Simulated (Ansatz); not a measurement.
Ansatz (a program for electronic structure) input for SiF4, SMILES F[Si](F)(F)F, PBE0/def2-TZVPD. Coordinates come from a ωB97X-D3(BJ)/def2-SVP optimisation. The isomer is the one that the SMILES or the coordinates give; other isomers of the formula were not compared.

Ansatz 0.2 input:
```yaml
crystal:
  periodic: [false, false, false]
  atoms:
    - {symbol: F, position_ang: [0.91819836, 0.91819836, 0.91819836]}
    - {symbol: Si, position_ang: [-0.00000000, 0.00000000, -0.00000000]}
    - {symbol: F, position_ang: [-0.91819836, 0.91819836, -0.91819836]}
    - {symbol: F, position_ang: [-0.91819836, -0.91819836, 0.91819836]}
    - {symbol: F, position_ang: [0.91819836, -0.91819836, -0.91819836]}
basis:
  gaussian:
    orbitals: def2-TZVPD
hamiltonian:
  xc: {name: PBE0}
```

Program output:

```
Functional definition: PBE0
integrals: 0.12 GiB planned
1084 factors; their error is unknown
mean field: 1.03 GiB planned
mean field evaluation 1: about -18739.8905 eV, gradient 5.8e1 eV
mean field evaluation 2: about -18735.1269 eV, gradient 8.4e1 eV
mean field evaluation 4: about -18744.1510 eV, gradient 4.6e-1 eV
mean field evaluation 8: about -18744.1908 eV, gradient 4.5e-3 eV
mean field -18744.19078957 eV, -688.8363062480 hartree, gradient 1.7e-5 eV, S^2 0.000000; 0 other end points of the search recorded, 0 dependent functions left out
reference -18744.19083697 eV, -688.8363079899 hartree; 25, 25 occupied and 178, 178 virtual orbitals, 1084 factors
Total energy: -18744.19083697 eV, -688.8363079899 hartree
```

The run converged.

Cost: very roughly 5 core-seconds.
